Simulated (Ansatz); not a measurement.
Zinc-blende BeSe, treated with PBEsol (Ansatz, a program for electronic structure, plane waves, PAW).

Settings: plane-wave cutoff 520 eV, 12×12×12 k mesh, Fermi–Dirac smearing 0.01 eV, scalar-relativistic PAW data made under PBE.

A third-order Birch–Murnaghan fit to the energies gives V0 = 16.864 Å³/atom, B0 = 79.5 GPa, B′ = 3.9.

```
V (Å³/atom)  P (GPa)
-----------  -------
15.851             …
16.188             …
16.526             …
16.863          0.01
17.200         -1.51
17.537             …
17.875         -4.13
```

Q: Estimate the withheld pressures from this fit; the answers are the runs' own values.

A: 
- 15.851, P (GPa): 5.55
- 16.188, P (GPa): 3.52
- 16.526, P (GPa): 1.68
- 17.537, P (GPa): -2.88

The formula P = (3/2) B0 (x^(7/3) − x^(5/3)) [1 + (3/4)(B′ − 4)(x^(2/3) − 1)] with x = V0/V meets the computed pressures within 0.01 GPa when these rounded values are put in.

Measured, for comparison: bulk modulus 92.2 GPa (temperature not stated, not corrected to a static lattice; as tabulated in Inakpenu et al., APS March Meeting 2017, C27.9); equilibrium volume per atom 16.96 Å³/atom (temperature not stated, not corrected to a static lattice; as tabulated in Bernardini et al. (2000), arXiv:cond-mat/0007180). Computed (rounded) less measured: bulk modulus -14 %, equilibrium volume per atom -0.6 %. A static lattice is as a rule a little smaller and stiffer than an uncorrected measurement, which narrows the difference in the equilibrium volume per atom and would widen misses of the other sign.
